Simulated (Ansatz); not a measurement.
This script drives the Ansatz DFT code, driven from Python.

`adiabatic.py`:
```python
import itertools

import ansatz as az
from ase import Atoms
from ase.data import atomic_numbers, covalent_radii
import numpy as np


def main() -> None:
    atoms = Atoms(["C", "Si", "F", "H", "H", "H", "H", "H"], positions=[
        [-0.4865, 0.6442, -0.4114],
        [0.4359, -0.6469, 0.3952],
        [1.8937, -0.6288, -0.2188],
        [-0.5107, 0.5458, -1.5091],
        [-1.5591, 0.7122, -0.062],
        [-0.087, 1.6878, -0.2491],
        [0.5379, -0.4151, 1.8657],
        [-0.1319, -1.9564, 0.1336],
    ])
    geometry = az.Crystal.molecule_from_ase(atoms)

    job = (
        geometry.calculation()
        .basis(gaussian="def2-SVP")
        .functional("b3lyp")
    )
    symbols = [site.symbol for site in geometry.cartesian_sites]
    start = np.array([site.position_ang for site in geometry.cartesian_sites], dtype=float)
    rep = job.relax(force_tolerance=0.01).run(threads=1, pin="off").report
    end = np.array(rep["positions_ang"])

    minimum = az.Crystal.molecule()
    for symbol, place in zip(symbols, end):
        minimum = minimum.atom(symbol, place.tolist())
    ion = (
        minimum.calculation()
        .basis(gaussian="def2-SVP")
        .functional("b3lyp")
        .charge(1)
        .spin("collinear", total=1)
    )
    vertical = ion.run(threads=1, pin="off").report
    settled = ion.relax(force_tolerance=0.01, max_steps=80).run(threads=1, pin="off").report
    print(f"vertical ionisation energy   {vertical['free_energy_ev'] - rep['free_energy_ev']:.3f} eV")
    print(f"adiabatic, no zero point     {settled['free_energy_ev'] - rep['free_energy_ev']:.3f} eV")
    print(f"relaxation energy of the ion {vertical['free_energy_ev'] - settled['free_energy_ev']:.3f} eV")
    ionised = np.array(settled["positions_ang"])
    radius = [covalent_radii[atomic_numbers[s]] for s in symbols]
    span = lambda where, i, j: np.linalg.norm(where[i] - where[j])
    bonded = [(i, j) for i, j in itertools.combinations(range(len(symbols)), 2) if min(span(end, i, j), span(ionised, i, j)) < 1.2 * (radius[i] + radius[j])]
    print("pair        before    after (A)")
    for i, j in bonded:
        print(f"{symbols[i]}{i}-{symbols[j]}{j}".ljust(10), f"{span(end, i, j):8.4f} {span(ionised, i, j):8.4f}")
    for first, second in list(itertools.combinations(bonded, 2)):
        shared = set(first) & set(second)
        if shared and symbols[(j := shared.pop())] != "H":
            i, k = sorted((set(first) | set(second)) - {j})
            u, v = ionised[i] - ionised[j], ionised[k] - ionised[j]
            angle = np.degrees(np.arccos(np.clip(u @ v / np.linalg.norm(u) / np.linalg.norm(v), -1, 1)))
            print(f"final angle {symbols[i]}{i}-{symbols[j]}{j}-{symbols[k]}{k}: {angle:.2f} deg")


if __name__ == "__main__":
    main()
```

It is started by `python adiabatic.py`. Estimate its wall time and peak memory on 1 thread of Arm Neoverse V1, with other jobs on the host.

It took about 51 s, with a peak of 0.25 GiB, for 3 runs of the engine.

Output of `python adiabatic.py`:
```text
vertical ionisation energy   11.542 eV
adiabatic, no zero point     10.684 eV
relaxation energy of the ion 0.858 eV
pair        before    after (A)
C0-Si1       1.8687   2.1975
C0-H3        1.1017   1.0994
C0-H4        1.1032   1.0999
C0-H5        1.1017   1.0994
Si1-F2       1.6336   1.5909
Si1-H6       1.4894   1.4757
Si1-H7       1.4894   1.4757
final angle Si1-C0-H3: 97.90 deg
final angle Si1-C0-H4: 98.97 deg
final angle Si1-C0-H5: 97.91 deg
final angle C0-Si1-F2: 99.76 deg
final angle C0-Si1-H6: 98.94 deg
final angle C0-Si1-H7: 98.95 deg
final angle H3-C0-H4: 117.98 deg
final angle H3-C0-H5: 117.96 deg
final angle H4-C0-H5: 117.98 deg
final angle F2-Si1-H6: 113.79 deg
final angle F2-Si1-H7: 113.78 deg
final angle H6-Si1-H7: 124.86 deg
```

The energies are electronic: no zero-point or thermal terms, and the basis set is short of its limit. The product may relax into another structure. The relaxation finds the nearest minimum, so the adiabatic value is an upper bound. b3lyp holds the VWN-RPA fit, as in Gaussian; the form of ORCA and Turbomole is b3lyp5.
